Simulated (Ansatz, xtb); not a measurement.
## Worked example: C2H2O + SiH4 → C2H4Si + H2O

Species: C2H2O (ethynol) `C#CO`, singlet; SiH4 (silane) `[SiH4]`, singlet; C2H4Si (ethynylsilane) `C#C[SiH3]`, singlet; H2O (water) `O`, singlet. The partners trade OH for SiH3: C–OH and H–SiH3 bonds give way to C–SiH3 and H–OH.

Shapes, held fixed at every level: PBE0-D4/def2-TZVP. Programs: Ansatz 0.2.0, xtb 6.7.1. The zero-point and thermal change to 298 K, harmonic and unscaled (PBE0-D4/def2-TZVP), is +6.7 kJ/mol.

At CCSD(T)/CBS estimate; 1 Eh = 2625.50 kJ/mol:

```
species  energy (Eh)
  C2H2O  -152.383799
   SiH4  -291.463062
 C2H4Si  -367.520812
    H2O   -76.379409
```

Q: Work out ΔH(298 K) of the reaction at this level.

A: 
1. Products less reactants: (-367.520812) + (-76.379409) − [(-152.383799) + (-291.463062)] = -0.053360 Eh = -140.1 kJ/mol.
2. With the thermal change: -140.1 + (+6.7) = -133.4 kJ/mol.

Other levels give -134.1 (MP2/def2-TZVPP) to -95.2 kJ/mol (HF/def2-SVP). No measured value is set beside it here. The CBS estimate extrapolates MP2 from def2-TZVPP and def2-QZVPP and adds CCSD(T) − MP2 in the triple-zeta set, cores frozen.
